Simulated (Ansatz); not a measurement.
C₄H₆ClN, SMILES `C/C=N\C=C\Cl`. Total charge 0; spin multiplicity 1.

Z-matrix (Å, degrees):
```
C
C 1 1.493
H 1 1.088 2 114.3
H 1 1.094 2 109.4 3 -121.9
H 1 1.095 2 109.4 3 121.8
N 2 1.272 1 130.0 3 -2.7
H 2 1.093 1 114.8 3 177.5
C 6 1.383 2 121.6 1 0.0
C 8 1.332 6 118.4 2 -179.9
H 8 1.089 6 122.2 2 0.0
Cl 9 1.711 8 122.7 6 180.0
H 9 1.082 8 122.1 6 -0.0
```

What are the harmonic wavenumbers in cm⁻¹ at PBE0-D4/def2-TZVP (Ansatz, finite differences of forces, unscaled)? (Best estimate.)

Computed: 65, 88, 138, 203, 355, 406, 481, 605, 814, 871, 888, 936, 958, 1070, 1100, 1154, 1242, 1324, 1390, 1434, 1465, 1473, 1682, 1729, 3049, 3100, 3104, 3142, 3173, 3233.

Is this a minimum?

Yes, all 30 modes are real.

Give the ideal-gas thermochemistry at 298.15 K and 1 bar (rigid rotor, harmonic oscillator; point group Cs, symmetry number 1).

Zero-point energy 243.3 kJ/mol; H(298) − E = 264.3 kJ/mol; entropy 354.7 J/(mol·K), of which translation 166.7, rotation 116.0, vibration 72.0; G(298) − E = 158.6 kJ/mol. Modes under 100 cm⁻¹ are hindered rotations or soft bends, so the harmonic entropy is rough.

And at 400, 500, 600, 800 and 1000 K?


```json
{"T (K)": "400", "H − E (kJ/mol)": "276.3", "S (J/mol/K)": "388.9", "G − E (kJ/mol)": "120.7"}
{"T (K)": "500", "H − E (kJ/mol)": "290.2", "S (J/mol/K)": "420.0", "G − E (kJ/mol)": "80.2"}
{"T (K)": "600", "H − E (kJ/mol)": "306.1", "S (J/mol/K)": "448.8", "G − E (kJ/mol)": "36.8"}
{"T (K)": "800", "H − E (kJ/mol)": "342.3", "S (J/mol/K)": "500.7", "G − E (kJ/mol)": "-58.3"}
{"T (K)": "1000", "H − E (kJ/mol)": "383.0", "S (J/mol/K)": "546.1", "G − E (kJ/mol)": "-163.1"}
```

Rotational constants (cm⁻¹)?

0.3703, 0.03551, 0.0326.
